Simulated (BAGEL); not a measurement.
**C2H2Cl2F2 (1,1-dichloro-2,2-difluoroethane): HF/3-21G (density fitting with cc-pvqz-jkfit)**

Aim: the energy change on altering one bond length of C2H2Cl2F2 (1,1-dichloro-2,2-difluoroethane) at HF/3-21G (density fitting with cc-pvqz-jkfit), from 2 runs. 

Program for the calculation: BAGEL 1.2.2.

6 further runs of the same task are left out: 6 that didn't finish.

**1. The molecule**

The species is C2H2Cl2F2 (8 atoms), meant as a singlet with charge 0. As SMILES, `FC(F)C(Cl)Cl`. Geometry: relaxed at PBE0-D4/def2-TZVP. This is one conformer, not always the lowest.

Bond lengths: F1–C2 1.348 Å, C2–F3 1.348 Å, C2–C4 1.524 Å, C4–Cl5 1.761 Å, C4–Cl6 1.761 Å, C2–H7 1.094 Å, C4–H8 1.089 Å. Some angles: F1–C2–F3 107.5°, F1–C2–C4 109.1°, F3–C2–C4 109.1°, C2–C4–Cl5 109.4°, C2–C4–Cl6 109.4°, Cl5–C4–Cl6 111.6°, F1–C2–H7 109.5°, F3–C2–H7 109.5°, C4–C2–H7 112.2°, C2–C4–H8 109.8°.

**2. A single-point energy at HF/3-21G (density fitting with cc-pvqz-jkfit)**

File job.json:

```json
{ "bagel": [

{
  "title": "molecule",
  "basis": "3-21g",
  "df_basis": "cc-pvqz-jkfit",
  "angstrom": true,
  "geometry": [
    { "atom": "F", "xyz": [       0.408370,      -1.137320,       1.314790 ] },
    { "atom": "C", "xyz": [       0.672870,      -0.311460,       0.282290 ] },
    { "atom": "F", "xyz": [       1.286580,      -1.040250,      -0.671770 ] },
    { "atom": "C", "xyz": [      -0.639670,       0.230610,      -0.271540 ] },
    { "atom": "Cl", "xyz": [      -0.309580,       1.248420,      -1.669870 ] },
    { "atom": "Cl", "xyz": [      -1.486960,       1.117430,       0.991650 ] },
    { "atom": "H", "xyz": [       1.340900,       0.487530,       0.616660 ] },
    { "atom": "H", "xyz": [      -1.272520,      -0.594960,      -0.592210 ] }
  ]
},

{ "title": "hf" },

{ "title": "print", "file": "orbitals.molden", "orbitals": true }

]}
```

Command:

```console
$ BAGEL_NUM_THREADS=1 BAGEL job.json > job.out
```

What it wrote:

```text
* using 1 threads per process

  ===============================================================
  ===============================================================

  *** Geometry ***

  { "atom" : "F", "xyz" : [      0.771707,     -2.149223,      2.484593 ] },
  { "atom" : "C", "xyz" : [      1.271540,     -0.588574,      0.533451 ] },
  { "atom" : "F", "xyz" : [      2.431284,     -1.965788,     -1.269461 ] },
  { "atom" : "C", "xyz" : [     -1.208801,      0.435790,     -0.513136 ] },
  { "atom" : "Cl", "xyz" : [     -0.585021,      2.359172,     -3.155597 ] },
  { "atom" : "Cl", "xyz" : [     -2.809947,      2.111637,      1.873947 ] },
  { "atom" : "H", "xyz" : [      2.533934,      0.921298,      1.165319 ] },
  { "atom" : "H", "xyz" : [     -2.404714,     -1.124311,     -1.119115 ] },

  Number of auxiliary basis functions:      822

  Since a DF basis is specified, we compute 2- and 3-index integrals:
    o Being stored without compression. Storage requirement is 0.029 GB

  Number of basis functions:       66
  Number of electrons      :       66

    * METHOD: MOLECULE                             1.13

  *** RHF ***

  === Nuclear Repulsion ===
   380.4948853800

      * DIIS with orbital gradients will be used.

  === RHF iteration (3-21g) ===
      0      -1188.66129262          0.02149204           0.19
      1      -1188.78772768          0.01357003           0.18
      2      -1188.84376693          0.00123716           0.18
      3      -1188.84503446          0.00024034           0.20
      4      -1188.84508492          0.00008319           0.18
      5      -1188.84509101          0.00002204           0.21
      6      -1188.84509140          0.00000556           0.20
      7      -1188.84509142          0.00000155           0.18
      8      -1188.84509142          0.00000039           0.25
      9      -1188.84509142          0.00000014           0.21
     10      -1188.84509142          0.00000006           0.20
     11      -1188.84509142          0.00000002           0.20
     12      -1188.84509142          0.00000000           0.18
    * SCF iteration converged.

    * Permanent dipole moment:
           (   -0.017080,    -0.053456,    -0.010019) a.u.

    * METHOD: HF                                   2.89

    * METHOD: PRINT                                0.02

  ===============================================================
```

Wall time 4.5 s (1 thread of Intel Xeon Platinum 8259CL at 2.50GHz (Skylake/Cascade Lake), shared host); peak memory 0.16 GiB.

**3. The distorted shape at the same level**

File input.json:

```json
{ "bagel": [

{
  "title": "molecule",
  "basis": "3-21g",
  "df_basis": "cc-pvqz-jkfit",
  "angstrom": true,
  "geometry": [
    { "atom": "F", "xyz": [       0.012269,      -2.358669,       2.992755 ] },
    { "atom": "C", "xyz": [       0.276769,      -1.532809,       1.960255 ] },
    { "atom": "F", "xyz": [       0.890479,      -2.261599,       1.006195 ] },
    { "atom": "C", "xyz": [      -1.035771,      -0.990739,       1.406425 ] },
    { "atom": "Cl", "xyz": [      -0.309580,       1.248420,      -1.669870 ] },
    { "atom": "Cl", "xyz": [      -1.883061,      -0.103919,       2.669615 ] },
    { "atom": "H", "xyz": [       0.944799,      -0.733819,       2.294625 ] },
    { "atom": "H", "xyz": [      -1.668621,      -1.816309,       1.085755 ] }
  ]
},

{
  "title": "hf"
},

{
  "title": "print",
  "file": "orbitals.molden",
  "orbitals": true
}

]}
```

Command:

```console
$ BAGEL_NUM_THREADS=1 BAGEL input.json > input.out
```

What it wrote:

```text
* using 1 threads per process

  ===============================================================
  ===============================================================

  *** Geometry ***

  { "atom" : "F", "xyz" : [      0.023185,     -4.457238,      5.655487 ] },
  { "atom" : "C", "xyz" : [      0.523018,     -2.896589,      3.704345 ] },
  { "atom" : "F", "xyz" : [      1.682761,     -4.273803,      1.901433 ] },
  { "atom" : "C", "xyz" : [     -1.957324,     -1.872225,      2.657758 ] },
  { "atom" : "Cl", "xyz" : [     -0.585021,      2.359172,     -3.155597 ] },
  { "atom" : "Cl", "xyz" : [     -3.558470,     -0.196378,      5.044841 ] },
  { "atom" : "H", "xyz" : [      1.785411,     -1.386717,      4.336213 ] },
  { "atom" : "H", "xyz" : [     -3.153237,     -3.432327,      2.051780 ] },

  Number of auxiliary basis functions:      822

  Since a DF basis is specified, we compute 2- and 3-index integrals:
    o Being stored without compression. Storage requirement is 0.029 GB

  Number of basis functions:       66
  Number of electrons      :       66

    * METHOD: MOLECULE                             0.99

  *** RHF ***

  === Nuclear Repulsion ===
   315.0522694233

      * DIIS with orbital gradients will be used.

  === RHF iteration (3-21g) ===
      0      -1188.31875656          0.02434123           0.23
      1      -1187.83372360          0.03163204           0.18
      2      -1188.52078621          0.01081562           0.20
      3      -1188.57789480          0.00569095           0.22
      4      -1188.61916279          0.00188510           0.22
      5      -1188.63129135          0.00167434           0.22
      6      -1188.63417194          0.00167201           0.22
      7      -1188.63554237          0.00085582           0.22
      8      -1188.63636120          0.00010933           0.23
      9      -1188.63638043          0.00006992           0.22
     10      -1188.63639655          0.00005415           0.22
     11      -1188.63641961          0.00004019           0.29
     12      -1188.63643543          0.00003143           0.23
     13      -1188.63645043          0.00002557           0.23
     14      -1188.63645424          0.00001277           0.22
     15      -1188.63645605          0.00000553           0.22
     16      -1188.63645619          0.00000260           0.19
     17      -1188.63645619          0.00000126           0.24
     18      -1188.63645619          0.00000067           0.23
     19      -1188.63645619          0.00000042           0.22
     20      -1188.63645619          0.00000032           0.21
     21      -1188.63645619          0.00000023           0.22
     22      -1188.63645619          0.00000017           0.22
     23      -1188.63645620          0.00000012           0.22
     24      -1188.63645620          0.00000008           0.21
     25      -1188.63645620          0.00000004           0.18
     26      -1188.63645620          0.00000002           0.22
     27      -1188.63645620          0.00000001           0.22
     28      -1188.63645620          0.00000001           0.21
    * SCF iteration converged.

    * Permanent dipole moment:
           (    0.640322,     1.440041,    -2.690004) a.u.

    * METHOD: HF                                   6.71

    * METHOD: PRINT                                0.01

  ===============================================================
```

Run time: 8.1 s. Hardware: 1 thread of Intel Xeon Platinum 8259CL at 2.50GHz (Skylake/Cascade Lake), shared host; peak memory 0.16 GiB.

**4. Outcome**

At HF/3-21G (density fitting with cc-pvqz-jkfit):

| quantity | value |
| --- | --- |
| first shape: total energy | -1188.84509 Eh |
| first shape: dipole moment | 0.14 D |
| first shape: HOMO energy | -12.70 eV |
| first shape: LUMO energy | 3.91 eV |
| first shape: HOMO–LUMO gap | 16.61 eV |
| distorted shape: total energy | -1188.63646 Eh |
| distorted shape: dipole moment | 7.92 D |
| distorted shape: HOMO energy | -8.95 eV |
| distorted shape: LUMO energy | -4.19 eV |
| distorted shape: HOMO–LUMO gap | 4.77 eV |
| energy change with the C4–Cl5 bond stretched from 1.761 to 3.874 Å | 5.677 eV |

What this shows: One bond (distorted shape) is far stretched, which a spin-restricted single reference describes badly; a broken-symmetry solution may lie lower. With the C4–Cl5 bond stretched from 1.761 to 3.874 Å the energy rises by 5.68 eV (548 kJ/mol). The first shape isn't relaxed at this level, so the change isn't measured from a minimum. A restricted reference can't describe the breaking bond well at this length.
